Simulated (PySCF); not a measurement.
C₄H₇N.
Cartesian coordinates in Å at the GFN2-xTB level; atoms count from 1:
```
atom  x, y, z in Å
C1     2.4297    1.1729    0.6488
N2     1.7267    0.2782    0.4123
C3     0.8577   -0.7754    0.1055
C4    -0.3718   -0.2728   -0.6585
C5    -1.2404    0.6358    0.2028
H6     0.5520   -1.2522    1.0435
H7     1.4084   -1.5045   -0.4989
H8    -0.9482   -1.1403   -0.9862
H9    -0.0398    0.2689   -1.5469
H10   -0.6687    1.4956    0.5458
H11   -2.0934    0.9946   -0.3676
H12   -1.6111    0.0985    1.0735
```

Theory: PBE0/pcSseg-1 in PySCF (dipole) on a GFN2-xTB geometry, gas phase.

Masses are those of the commonest isotopes; rigid-rotor values at the optimised geometry. The values belong to one conformer with, in the numbering `[C-:1]#[N+:2][CH2:3][CH2:4][CH3:5]`, N2–C3–C4–C5 -66°.

Question: What are A, B and C (MHz)?

Answer: Ia = 48.06, Ib = 145.13, Ic = 173.96 u·Å²; 505379 MHz·u·Å²/I gives A = 10517, B = 3482, C = 2905 MHz.

Question: Classify the top.

Answer: An asymmetric top. Ray's parameter κ = (2B − A − C)/(A − C) = -0.848; −1 is the prolate and +1 the oblate limit.

Question: Is it planar, by Δ = Ic − Ia − Ib?

Answer: Not planar: Δ = Ic − Ia − Ib = -19.23 u·Å². For a rigid frame Δ = −2 Σ m c², so Σ m c² = 9.61 u·Å² lies off the ab plane: 5.85 from hydrogen and 3.76 from heavier atoms. The atom farthest from that plane is 1.48 Å away.

Question: Which lines would a microwave search look for?

Answer: The dipole components are |μa| = 3.08 D, |μb| = 2.18 D, |μc| = 0.49 D. Intensities carry the squares of the components, which stand as 1.00 : 0.50 : 0.02 (a : b : c). Some lines, for components of 0.1 D or more:

```
type  branch         J(Ka,Kc)    MHz  lower level (cm⁻¹)
   c       Q  2(1,2) ← 2(0,2)   6491               0.638
   a       R  3(1,3) ← 2(1,2)  18276               0.855
   b       R  4(0,4) ← 3(1,3)  19475               1.464
   b       Q  4(2,2) ← 4(1,3)  19654               2.468
   c       R  2(1,1) ← 1(0,1)  20963               0.213
   b       Q  2(2,1) ← 2(1,2)  22834               0.855
   a       R  4(1,4) ← 3(1,3)  24331               1.464
   a       R  5(1,4) ← 4(1,3)  33217               2.468
   b       Q  3(3,0) ← 3(2,1)  36467               2.261
   b       Q  5(3,3) ← 5(2,4)  36906               4.170
   c       R  3(2,2) ← 2(1,2)  41997               0.855
   b       R  4(2,2) ← 3(1,3)  49747               1.464
   b       R  3(3,0) ← 2(2,1)  55799               1.616
   b       Q  5(5,1) ← 5(4,2)  65836               7.108
```

No GFN2-xTB frequencies stand behind this structure, so it isn't proved a minimum. Zero-point vibration and centrifugal distortion are left out. A rigid rotor knows nothing of internal rotation, which can split or shift real lines. Quadrupole hyperfine structure (14N) is left out.
